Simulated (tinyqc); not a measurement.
A ladder of methods, and size consistency: correlation methods against full CI in the sto-6g basis, for LiH, spin multiplicity 1. Computed by the program tinyqc with PySCF. All electrons correlated; +Q is the Davidson correction (1 - c0^2) E_corr. The last columns treat two copies 100 angstrom apart as one system. FCI is the lowest singlet.

Geometry (angstrom):
```
atom,x,y,z
Li,0.0000,0.0000,0.0000
H,0.0000,0.0000,1.4900
```

RHF energy of one = -7.953412 hartree

Correlation energies (hartree):
```
method,E_corr of one,share of FCI (%),E_corr of two at 100 angstrom,two minus twice one (mhartree)
MP2,-0.012150,64.3588,-0.024301,0.0000
CISD,-0.018868,99.9389,-0.036953,0.7819
CISD+Q,-0.019282,102.1349,-0.038431,0.1330
CCSD,-0.018870,99.9532,-0.037741,-4.32e-05
CCSD(T),-0.018877,99.9908,-0.037755,-4.31e-05
FCI,-0.018879,100.0000,-,-
```

What does the comparison show, and why?

MP2 recovers 64 %, CISD 99.9 % and CCSD 100.0 % of the FCI value (c0^2 = 0.978 in CISD). MP2 and coupled cluster are size consistent, so their last column vanishes; CISD loses 0.78 mhartree, since a double excitation on each copy is a quadruple of the pair, and the Davidson correction leaves +0.13.
